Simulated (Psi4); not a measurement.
# doublet SiH3F+ at 3 levels

Wanted: a comparison of 3 runs (UB3LYP/def2-TZVPP, UCAM-B3LYP/def2-TZVPP, UM06-2X/def2-TZVPP) of doublet SiH3F+. The job is set up through a Python script.

Program for the calculation: Psi4 1.11.

1 further run of the same task is left out (set aside as unsound or not needed).

## (1) The molecule

SiH3F+: 5 atoms, total charge +1, spin state doublet. SMILES of the parent species: `[H][Si]([H])([H])F`. Geometry: relaxed at GFN2-xTB. That shape belongs to the parent species and isn't relaxed for this state.

Bond lengths: Si1–F2 1.606 Å, Si1–H3 1.454 Å, Si1–H4 1.454 Å, Si1–H5 1.454 Å. Angles: F2–Si1–H3 105.1°, F2–Si1–H4 105.2°, F2–Si1–H5 105.1°, H3–Si1–H4 113.4°, H3–Si1–H5 113.5°, H4–Si1–H5 113.4°.

## (2) A single-point energy at UB3LYP/def2-TZVPP (run 1)

Contents of fh3si.py:

```python
import psi4

psi4.set_memory(1600000000)
psi4.set_num_threads(1)
psi4.core.set_output_file('output.dat', False)

geom = psi4.geometry("""
1 2
Si    -0.000700     0.001210    -0.093590
F      0.010860    -0.019140     1.511980
H      1.400270     0.011030    -0.482220
H     -0.709280     1.218920    -0.453380
H     -0.701150    -1.212020    -0.482790
symmetry c1
""")

options = {'basis': 'def2-TZVPP', 'reference': 'uks', 'puream': True, 'e_convergence': 1e-09, 'd_convergence': 1e-08, 'scf_type': 'pk', 'dft_radial_points': 99, 'dft_spherical_points': 590, 'maxiter': 200}
psi4.set_options(options)

result, w = psi4.energy("b3lyp", molecule=geom, return_wfn=True)
psi4.oeprop(w, "LOWDIN_CHARGES", "QUADRUPOLE", "WIBERG_LOWDIN_INDICES")
print('E =', round(result, 9))
```

Launch:

```bash
$ python fh3si.py
```

output.dat:

```text
[...]
  Running in c1 symmetry.
[...]
  Nuclear repulsion =   63.339569017829390
[...]
  Multiplicity = 2
[...]
  Nalpha       = 13
  Nbeta        = 12
[...]
    Number of basis functions: 115
[...]
   @UKS iter   1:  -390.76310770513129    6.98724e-02   3.37942e-03 ADIIS/DIIS
[...]
   @UKS iter  16:  -390.80693224889217   -1.42677e-11   5.78291e-09 DIIS
[...]
   @S^2 Observed:                7.579349861E-01
[...]
    Orbital Energies [Eh]
    ---------------------
    Alpha Occupied:
       1A    -66.455137     2A    -24.984705     3A     -5.615116
       4A     -3.976273     5A     -3.973842     6A     -3.969437
       7A     -1.485951     8A     -0.878256     9A     -0.771233
      10A     -0.750631    11A     -0.736795    12A     -0.686444
      13A     -0.640398
    Alpha Virtual:
      14A     -0.273087    15A     -0.207014    16A     -0.206154
      17A     -0.178075    18A     -0.073585    19A     -0.058379
      20A     -0.050310    21A     -0.045125    22A     -0.030032
      23A      0.012497    24A      0.071539    25A      0.076308
[...]
  @UKS Final Energy:  -390.80693224889217
   => Energetics <=
    Nuclear Repulsion Energy =             63.3395690178293904
    One-Electron Energy =                -660.7372231989224929
    Two-Electron Energy =                 232.5888838917855708
    DFT Exchange-Correlation Energy =     -25.9981619595846070
    Empirical Dispersion Energy =           0.0000000000000000
    VV10 Nonlocal Energy =                  0.0000000000000000
    Total Energy =                       -390.8069322488921102
[...]
 Multipole Moments:
 ------------------------------------------------------------------------------------
     Multipole            Electronic (a.u.)      Nuclear  (a.u.)        Total (a.u.)
 ------------------------------------------------------------------------------------
 L = 1.  Multiply by 2.5417464519 to convert [e a0] to [Debye]
 Dipole X            :         -0.1734092           -0.0264596           -0.1998688
 Dipole Y            :          0.2973962            0.0466791            0.3440753
 Dipole Z            :          2.0789315           -3.6913191           -1.6123876
 Magnitude           :                                                    1.6607616
 L = 2.  Multiply by 1.3450342976 to convert [e a0^2] to [Debye ang]
 Quadrupole XX       :        -21.3097738           10.5570986          -10.7526752
 Quadrupole XY       :         -0.8346489           -0.0028128           -0.8374618
[...]
```

On the terminal:

```text
E = -390.806932249
```

Run time: 30 s. Hardware: 1 thread of Intel Xeon Platinum 8488C (Sapphire Rapids), shared host; peak memory 0.68 GiB.

## (3) Energy and gradient at UCAM-B3LYP/def2-TZVPP (run 2)

Contents of fh3si.xyz:

```xyz
5
FH3Si
Si    -0.000700     0.001210    -0.093590
F      0.010860    -0.019140     1.511980
H      1.400270     0.011030    -0.482220
H     -0.709280     1.218920    -0.453380
H     -0.701150    -1.212020    -0.482790
```

Contents of run.py:

```python
import psi4

psi4.set_memory(1600000000)
psi4.set_num_threads(1)
psi4.set_output_file('output.dat', False)

with open('fh3si.xyz') as f:
    atoms = ''.join(f.readlines()[2:])
geom = psi4.geometry('1 2\n' + atoms + 'symmetry c1\nno_reorient\nno_com')

psi4.set_options({
    'reference': 'uks',
    'puream': True,
    'e_convergence': 1e-09,
    'd_convergence': 1e-08,
    'scf_type': 'pk',
    'dft_radial_points': 99,
    'dft_spherical_points': 590,
    'maxiter': 200,
})

energy_value = psi4.gradient('cam-b3lyp/def2-TZVPP')
print('gradient / Eh bohr^-1')
print(energy_value.np.round(6))
```

Launch:

```bash
$ python run.py
```

output.dat:

```text
[...]
  Running in c1 symmetry.
[...]
  Nuclear repulsion =   63.339569017829390
[...]
  Multiplicity = 2
[...]
  Nalpha       = 13
  Nbeta        = 12
[...]
    Number of basis functions: 115
[...]
   @UKS iter   1:  -390.71066621982715    4.70018e-03   3.26947e-03 DIIS/ADIIS
[...]
   @UKS iter  21:  -390.75907814391434   -4.43379e-12   1.52889e-09 DIIS
[...]
   @S^2 Observed:                7.608007132E-01
[...]
  @UKS Final Energy:  -390.75907814391434
   => Energetics <=
    Nuclear Repulsion Energy =             63.3395690178293904
    One-Electron Energy =                -660.7558354866440595
    Two-Electron Energy =                 230.9089329183425434
    DFT Exchange-Correlation Energy =     -24.2517445934421758
    Empirical Dispersion Energy =           0.0000000000000000
    VV10 Nonlocal Energy =                  0.0000000000000000
    Total Energy =                       -390.7590781439143370
[...]
 Multipole Moments:
 ------------------------------------------------------------------------------------
     Multipole            Electronic (a.u.)      Nuclear  (a.u.)        Total (a.u.)
 ------------------------------------------------------------------------------------
 L = 1.  Multiply by 2.5417464519 to convert [e a0] to [Debye]
 Dipole X            :         -0.3635868            0.1469829           -0.2166039
 Dipole Y            :          0.6325805           -0.2596295            0.3729510
 Dipole Z            :        -21.3114330           20.5586518           -0.7527812
 Magnitude           :                                                    0.8675767
[...]
  -Total Gradient:
     Atom            X                  Y                   Z
    ------   -----------------  -----------------  -----------------
       1       -0.035582712763     0.061295387995    -0.054976865519
       2        0.004829053356    -0.008311277411     0.024138325757
       3       -0.013757202292    -0.016330588374     0.008518549291
       4        0.023556174585    -0.040506394108     0.013805236510
       5        0.020954583247     0.003852900862     0.008511795402
[...]
```

Standard output:

```text
gradient / Eh bohr^-1
[[-0.035583  0.061295 -0.054977]
 [ 0.004829 -0.008311  0.024138]
 [-0.013757 -0.016331  0.008519]
 [ 0.023556 -0.040506  0.013805]
 [ 0.020955  0.003853  0.008512]]
```

Wall time 59 s (1 thread of Intel Xeon Platinum 8488C (Sapphire Rapids), shared host); peak memory 0.84 GiB.

## (4) Energy and forces at UM06-2X/def2-TZVPP (run 3)

fh3si.xyz is that of step 3.

Contents of job.py:

```python
import psi4

psi4.set_memory('1600 MB')
psi4.set_num_threads(1)
psi4.set_output_file('output.dat', False)

with open('fh3si.xyz') as f:
    atoms = ''.join(f.readlines()[2:])
mol = psi4.geometry('1 2\n' + atoms + 'symmetry c1\nno_reorient\nno_com')

psi4.set_options({
    'basis': 'def2-TZVPP',
    'reference': 'uks',
    'puream': True,
    'e_convergence': 1e-09,
    'd_convergence': 1e-08,
    'scf_type': 'pk',
    'dft_radial_points': 99,
    'dft_spherical_points': 590,
    'maxiter': 200,
})

E, wfn = psi4.gradient("m06-2x", return_wfn=True)
psi4.oeprop(wfn, "QUADRUPOLE", "LOWDIN_CHARGES", "DIPOLE")
print('gradient / Eh bohr^-1')
print(E.np.round(6))
print(f'energy = {wfn.energy():.10f} Eh')
for k, v in sorted(psi4.core.scalar_variables().items()):
    print(f'{k:45s} {v:18.10f}')
```

Launch:

```bash
$ python job.py
```

output.dat:

```text
[...]
  Running in c1 symmetry.
[...]
  Nuclear repulsion =   63.339569017829390
[...]
  Multiplicity = 2
[...]
  Nalpha       = 13
  Nbeta        = 12
[...]
    Number of basis functions: 115
[...]
   @UKS iter   1:  -390.66842227965839    1.86185e-02   2.89351e-03 DIIS/ADIIS
[...]
   @UKS iter  19:  -390.71050970996458   -2.95586e-12   3.44477e-09 DIIS
[...]
   @S^2 Observed:                7.604901345E-01
[...]
  @UKS Final Energy:  -390.71050970996458
   => Energetics <=
    Nuclear Repulsion Energy =             63.3395690178293904
    One-Electron Energy =                -660.7942251944161853
    Two-Electron Energy =                 222.0472345965487477
    DFT Exchange-Correlation Energy =     -15.3030881299264987
    Empirical Dispersion Energy =           0.0000000000000000
    VV10 Nonlocal Energy =                  0.0000000000000000
    Total Energy =                       -390.7105097099645832
[...]
  -Total Gradient:
     Atom            X                  Y                   Z
    ------   -----------------  -----------------  -----------------
       1       -0.037590403752     0.064731278866    -0.064173457544
       2        0.005025106696    -0.008646939226     0.030551548712
       3       -0.013649044205    -0.017244376664     0.009222866617
       4        0.024514242604    -0.042155669961     0.015113948056
       5        0.021700307995     0.003310333645     0.009213316965
[...]
 Multipole Moments:
 ------------------------------------------------------------------------------------
     Multipole            Electronic (a.u.)      Nuclear  (a.u.)        Total (a.u.)
 ------------------------------------------------------------------------------------
 L = 1.  Multiply by 2.5417464519 to convert [e a0] to [Debye]
 Dipole X            :         -0.3725759            0.1469829           -0.2255930
 Dipole Y            :          0.6479421           -0.2596295            0.3883126
 Dipole Z            :        -21.3905429           20.5586518           -0.8318912
 Magnitude           :                                                    0.9453686
 L = 2.  Multiply by 1.3450342976 to convert [e a0^2] to [Debye ang]
 Quadrupole XX       :        -21.1805503           10.5579026          -10.6226477
 Quadrupole XY       :         -0.9263395           -0.0042331           -0.9305726
[...]
```

Standard output:

```text
gradient / Eh bohr^-1
[[-0.03759   0.064731 -0.064173]
 [ 0.005025 -0.008647  0.030552]
 [-0.013649 -0.017244  0.009223]
 [ 0.024514 -0.042156  0.015114]
 [ 0.0217    0.00331   0.009213]]
energy = -390.7105097100 Eh
CURRENT ENERGY                                   -390.7105097100
CURRENT REFERENCE ENERGY                         -390.7105097100
DD SOLVATION ENERGY                                 0.0000000000
DFT FUNCTIONAL TOTAL ENERGY                      -390.7105097100
DFT TOTAL ENERGY                                 -390.7105097100
DFT VV10 ENERGY                                     0.0000000000
DFT XC ENERGY                                     -15.3030881299
GRID ELECTRONS ALPHA                               12.9999999040
GRID ELECTRONS BETA                                11.9999999322
GRID ELECTRONS TOTAL                               24.9999998362
NUCLEAR REPULSION ENERGY                           63.3395690178
ONE-ELECTRON ENERGY                              -660.7942251944
PCM POLARIZATION ENERGY                             0.0000000000
PE ENERGY                                           0.0000000000
SCF ITERATION ENERGY                             -390.7105097100
SCF ITERATIONS                                     19.0000000000
SCF TOTAL ENERGY                                 -390.7105097100
TWO-ELECTRON ENERGY                               222.0472345965
XC GRID RADIAL POINTS                              99.0000000000
XC GRID SPHERICAL POINTS                          590.0000000000
XC GRID TOTAL POINTS                           280754.0000000000
```

Run time: 73 s. Hardware: 1 thread of Intel Xeon Platinum 8488C (Sapphire Rapids), shared host; peak memory 0.68 GiB.

## (5) All runs side by side

| run | level | task | energy (Eh) | HOMO energy (eV) | LUMO energy (eV) | ⟨S²⟩ | wall time |
| --- | --- | --- | --- | --- | --- | --- | --- |
| 1 | UB3LYP/def2-TZVPP | energy | -390.806932 | -16.80 | -15.48 | 0.758 | 30 s |
| 2 | UCAM-B3LYP/def2-TZVPP | gradient | -390.759078 | -18.35 | -14.14 | 0.761 | 59 s |
| 3 | UM06-2X/def2-TZVPP | gradient | -390.710510 | -18.23 | -14.44 | 0.760 | 73 s |

## (6) Results

```
                                 quantity          value
                      run 3: total energy  -390.71051 Eh
run 3: HOMO energy (highest over α and β)      -18.23 eV
 run 3: LUMO energy (lowest over α and β)      -14.44 eV
                              run 3: ⟨S²⟩          0.760
          run 3: largest force on an atom     5.070 eV/Å
```

What this shows: Totals of different functionals can't be ranked against each other. All runs together took 2.7 min, the longest 73 s.
